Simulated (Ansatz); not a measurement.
# C₂H₄Cl+: functionals against CCSD(T) at one geometry

Aim: energy, forces and dipole at a structure displaced at random from a GFN2-xTB minimum, from CCSD(T) and from density functionals.

Program: Ansatz 0.2.0, Gaussian basis. Level of theory: single points in def2-TZVPP. These are calculated values, not measurements.

Correlated methods freeze the cores.

## 1. The system as given

SMILES `[CH2+]CCl`, 7 atoms, charge 1, spin multiplicity 1.

Atoms are counted from 1 here; the program's logs count them from 0.

Bond lengths: C1–C2 1.466 Å, C1–H4 1.110 Å, C1–H5 1.019 Å, C2–Cl3 1.728 Å, C2–H6 1.062 Å, C2–H7 1.056 Å. Angles: C2–C1–H4 121.2°, C2–C1–H5 121.2°, H4–C1–H5 116.6°, C1–C2–Cl3 117.8°, C1–C2–H6 101.1°, C1–C2–H7 115.0°, Cl3–C2–H6 110.9°, Cl3–C2–H7 110.4°, H6–C2–H7 99.5°.

As a file:

```xyz
7
charge 1, multiplicity 1
C    -0.7182   -0.0394   -0.4792
C     0.5148   -0.0497    0.3132
Cl    1.1525    1.4701    0.8320
H    -1.2127   -0.9853   -0.7856
H    -1.2495    0.8190   -0.6163
H     1.1839   -0.5342   -0.3548
H     0.5294   -0.7450    1.1082
```

## 2. CCSD(T)/def2-TZVPP

File run/in.yaml:

```yaml
crystal:
  periodic: [false, false, false]
  atoms:
    - {symbol: C, position_ang: [-0.718200, -0.039400, -0.479200]}
    - {symbol: C, position_ang: [0.514800, -0.049700, 0.313200]}
    - {symbol: Cl, position_ang: [1.152500, 1.470100, 0.832000]}
    - {symbol: H, position_ang: [-1.212700, -0.985300, -0.785600]}
    - {symbol: H, position_ang: [-1.249500, 0.819000, -0.616300]}
    - {symbol: H, position_ang: [1.183900, -0.534200, -0.354800]}
    - {symbol: H, position_ang: [0.529400, -0.745000, 1.108200]}
basis:
  gaussian: {orbitals: def2-TZVPP}
total_charge: 1
correlation: {method: ccsd_t}
output: {forces: true}
```

No record of the launch command was kept for these runs.

## 3. PBE0-D4/def2-TZVPP

Changes to run/in.yaml since step 2:

```diff
@@ -13,3 +13,3 @@
 total_charge: 1
-correlation: {method: ccsd_t}
-output: {forces: true}
+hamiltonian: {xc: pbe0, dispersion: d4}
+output: {forces: true, orbitals: {seedname: orbitals}}
```

## 4. wB97M-V/def2-TZVPP

Changes to run/in.yaml since step 3:

```diff
@@ -13,3 +13,3 @@
 total_charge: 1
-hamiltonian: {xc: pbe0, dispersion: d4}
-output: {forces: true, orbitals: {seedname: orbitals}}
+hamiltonian: {xc: {name: wB97M-V}}
+output: {forces: true}
```

## 5. r2SCAN-D4/def2-TZVPP

Changes to run/in.yaml since step 4:

```diff
@@ -13,3 +13,3 @@
 total_charge: 1
-hamiltonian: {xc: {name: wB97M-V}}
+hamiltonian: {xc: r2scan, dispersion: d4}
 output: {forces: true}
```

## 6. PBE-D4/def2-TZVPP

Changes to run/in.yaml since step 5:

```diff
@@ -13,3 +13,3 @@
 total_charge: 1
-hamiltonian: {xc: r2scan, dispersion: d4}
+hamiltonian: {xc: pbe, dispersion: d4}
 output: {forces: true}
```

## 7. BHLYP-D4/def2-TZVPP

Changes to run/in.yaml since step 6:

```diff
@@ -13,3 +13,3 @@
 total_charge: 1
-hamiltonian: {xc: pbe, dispersion: d4}
+hamiltonian: {xc: {name: BHLYP}, dispersion: d4}
 output: {forces: true}
```

## 8. LC-wPBE/def2-TZVPP

Changes to run/in.yaml since step 7:

```diff
@@ -13,3 +13,3 @@
 total_charge: 1
-hamiltonian: {xc: {name: BHLYP}, dispersion: d4}
+hamiltonian: {xc: {name: LC-wPBE}}
 output: {forces: true}
```

(Steps that only read results are left out.)

Before running it: what results should come out? Wanted: energy less free atoms, CCSD(T)/def2-TZVPP; RMS force component; RMS force error; HOMO and LUMO, PBE0-D4; T1 diagnostic.

**Answer**, as computed:

| quantity | value |
| --- | --- |
| energy less free atoms, CCSD(T)/def2-TZVPP | -1492.6 kJ/mol |
| RMS force component | 1.413 to 1.652 eV/Å over the methods |
| RMS force error | PBE0-D4 0.209, wB97M-V 0.100, r2SCAN-D4 0.194, PBE-D4 0.281, BHLYP-D4 0.179, LC-wPBE 0.206 eV/Å |
| HOMO and LUMO, PBE0-D4 | -14.43 and -11.06 eV |
| T1 diagnostic | 0.023 |

In words: Against CCSD(T) the functionals' energies less atoms differ by -139.4 to -8.2 kJ/mol, PBE-D4 by -139.4 kJ/mol. The reference is not at the basis limit: in triple zeta CCSD(T) underbinds, which counts against methods that bind more; the gaps are no ranking. For forces wB97M-V does best and PBE-D4 worst. Frozen-core CCSD(T) forces in triple zeta carry basis errors of their own, and this is one geometry, so small gaps rank nothing.
